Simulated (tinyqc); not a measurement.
Worked calculation: Hueckel theory of the pi electrons with the omega technique, for the molecule C=C1C=C1 (SMILES; centres numbered as the heavy atoms are written). One step of it, computed by the program tinyqc.

Problem. Orbitals, round 1. Diagonalise; E = alpha + x beta with beta < 0, so the largest x are filled first; degenerate levels share their electrons. P = sum n_i c_ri c_si; each orbital has its largest coefficient positive (the first on a tie).

Hueckel matrix in units of beta (H = alpha + beta A), lower triangle:
```
          1C        2C        3C        4C
1C  0.000000
2C  1.000000  0.000000
3C  0.000000  1.000000  0.000000
4C  0.000000  1.000000  1.000000  0.000000
```

pi electrons, sum of z_r less the charge = 4

Give: x values; occupations; coefficients; charge and bond-order matrix P.

Solution.

x values: 2.1701  0.3111  -1.0000  -1.4812

occupations: 2.0000  2.0000  0.0000  0.0000

coefficients:
```
       MO1      MO2      MO3      MO4
1C  0.2818   0.8152   0.0000  -0.5059
2C  0.6116   0.2536   0.0000   0.7494
3C  0.5227  -0.3682   0.7071  -0.3020
4C  0.5227  -0.3682  -0.7071  -0.3020
```

charge and bond-order matrix P, lower triangle:
```
         1C      2C      3C      4C
1C   1.4881
2C   0.7583  0.8768
3C  -0.3056  0.4527  0.8176
4C  -0.3056  0.4527  0.8176  0.8176
```
